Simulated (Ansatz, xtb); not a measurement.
# Relaxing a trial structure of CH2FSi

The starting geometry of this gas-phase doublet has its atoms placed at random.

```xyz
5

C    -0.3622    1.9641   -0.5105
F     0.4864    0.0021   -1.1842
Si    0.0559    0.6636    0.5499
H    -0.5527    0.1741   -0.6475
H    -1.0086    1.3211   -0.5899
```

Question: One run relaxed it with r2SCAN-D4/def2-SVP. What is a likely outcome?

Answer: It ends as a structure given below by its coordinates. Distances that change by over a tenth: C1–H5 (0.92 → 1.10 Å), F2–Si3 (1.91 → 1.64 Å). Contacts that open: Si3–H4 (1.43 → 2.60 Å), Si3–H5 (1.69 → 2.60 Å). Contacts that close: C1–H4 (1.81 → 1.10 Å).

The energy falls by 8.70 eV over 19 steps:

| step | E − E(last) (eV) |
| --- | --- |
| 1 | 8.696 |
| 3 | 5.151 |
| 5 | 3.553 |
| 7 | 2.897 |
| 9 | 1.096 |
| 11 | 0.252 |
| 13 | 0.020 |
| 15 | 0.002 |
| 17 | 0.000 |
| 19 | 0.000 |

Final geometry (Å):

```xyz
5

C    -0.7345    1.2548   -0.6467
F     1.3372   -0.4896   -0.4189
Si    0.5384    0.6006    0.5174
H    -1.1758    0.6256   -1.4359
H    -1.3465    2.1335   -0.3980
```

From the same start GFN2-xTB reaches the same bonding as this run.

From so rough a start the end depends on the optimiser's path, so another program may land elsewhere. No frequencies were run, so the end isn't proven a minimum. Open shells are spin-unrestricted. Run with Ansatz 0.2.0, 90 s on 1 thread of Arm Neoverse V2 (shared host).
